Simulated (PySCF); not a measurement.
Isomers of C4H4FN. Method used: TDDFT B3LYP/def2-SVPD, vertical, gas phase, core orbitals frozen in the response in PySCF. Geometries: PBE0-D3(BJ)/def2-SVP; one conformer of each isolated species. Triplets are in the Tamm–Dancoff approximation.

Question: Rank by computed lowest singlet excitation energy, lowest first.
A. `C/C=C(/C#N)F`
B. `FC1=CC=CN1`
C. `N#CC/C=C/F`
D. `F/C=C\[C@H]1C=N1`
E. `N#CC1(F)CC1`
F. `C=C(C#N)CF`

Answer: D (4.44 eV), B (5.46 eV), A (5.94 eV), F (6.24 eV), E (6.47 eV), C (6.84 eV).

```json
{"SMILES": "F/C=C\\[C@H]1C=N1", "S1 (eV)": "4.44", "T1 (eV)": "3.72", "f (S1)": "0.019", "first f ≥ 0.01 (nm)": "279", "α (au)": "55.4", "LUMO (eV)": "-1.27", "S1 mainly": "H→L (91%)"}
{"SMILES": "Fc1ccc[nH]1", "S1 (eV)": "5.46", "T1 (eV)": "4.35", "f (S1)": "0.001", "first f ≥ 0.01 (nm)": "207", "α (au)": "52.5", "LUMO (eV)": "0.46", "S1 mainly": "H→L (100%)"}
{"SMILES": "C/C=C(\\F)C#N", "S1 (eV)": "5.94", "T1 (eV)": "3.65", "f (S1)": "0.001", "first f ≥ 0.01 (nm)": "204", "α (au)": "56.8", "LUMO (eV)": "-1.75", "S1 mainly": "H→L+1 (95%)"}
{"SMILES": "C=C(C#N)CF", "S1 (eV)": "6.24", "T1 (eV)": "3.74", "f (S1)": "0.294", "first f ≥ 0.01 (nm)": "199", "α (au)": "54.5", "LUMO (eV)": "-1.95", "S1 mainly": "H→L (89%)"}
{"SMILES": "N#CC1(F)CC1", "S1 (eV)": "6.47", "T1 (eV)": "6.02", "f (S1)": "0.000", "first f ≥ 0.01 (nm)": "166", "α (au)": "50.3", "LUMO (eV)": "-0.57", "S1 mainly": "H→L (96%)"}
{"SMILES": "N#CC/C=C/F", "S1 (eV)": "6.84", "T1 (eV)": "4.40", "f (S1)": "0.100", "first f ≥ 0.01 (nm)": "181", "α (au)": "53.3", "LUMO (eV)": "-0.75", "S1 mainly": "H→L+1 (51%)"}
```

H and L stand for HOMO and LUMO.
